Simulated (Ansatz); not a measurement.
Input file:

```yaml
crystal:
  periodic: [false, false, false]
  atoms:
    - {symbol: Ga, position_ang: [0.000000, 0.000000, -2.580767]}
    - {symbol: Si, position_ang: [0.000000, 0.000000, 0.237233]}
    - {symbol: P, position_ang: [0.000000, 0.000000, 2.343533]}
basis:
  gaussian: {orbitals: cc-pVDZ}
magnetization: {spin_polarized: true, initial_magnetization: 2}
correlation: {method: ccsdt_q, electrons: outside_noble_gas}
```

```sh
$ ansatz run in.yaml --threads 1 --pin off --events-out ev --progress --plain --max-ram 2393MiB
```

Log:

```
1194 factors; integrals over basis functions are off by at most 2.3e-7 eV
mean field evaluation 1: about -69461.0773 eV, gradient 1.4e1 eV
mean field evaluation 2: about -69461.2687 eV, gradient 1.4e1 eV
mean field evaluation 4: about -69463.8956 eV, gradient 2.8e0 eV
mean field evaluation 8: about -69464.3864 eV, gradient 9.9e-1 eV
mean field evaluation 16: about -69464.8054 eV, gradient 6.2e-3 eV
mean field evaluation 32: about -69465.0222 eV, gradient 4.7e0 eV
mean field evaluation 64: about -69464.1896 eV, gradient 1.0e0 eV
mean field evaluation 96: about -69464.4342 eV, gradient 5.1e-1 eV
mean field evaluation 128: about -69465.5098 eV, gradient 8.4e-1 eV
mean field evaluation 160: about -69465.5336 eV, gradient 2.2e-4 eV
...
cycle  34  -7.19034406 eV  change   -6.0e-6 eV  update   7.8e-6
cycle  35  -7.19033635 eV  change    7.7e-6 eV  update   6.0e-6
cycle  36  -7.19033337 eV  change    3.0e-6 eV  update   4.0e-6
cycle  37  -7.19033383 eV  change   -4.7e-7 eV  update   2.6e-6
cycle  38  -7.19033528 eV  change   -1.5e-6 eV  update   1.9e-6
cycle  39  -7.19033667 eV  change   -1.4e-6 eV  update   1.1e-6
cycle  40  -7.19033791 eV  change   -1.2e-6 eV  update   6.2e-7
cycle  41  -7.19033817 eV  change   -2.6e-7 eV  update   4.2e-7
cycle  42  -7.19033858 eV  change   -4.2e-7 eV  update   3.0e-7
cycle  43  -7.19033880 eV  change   -2.1e-7 eV  update   1.6e-7
perturbative correction -0.11791509 eV, -0.0043332997 hartree
Total energy: -69472.84185413 eV, -2553.0798477558 hartree
```

Ran on 1 thread of Arm Neoverse V1, shared host: 2.9 min wall, 0.51 GiB peak host memory.
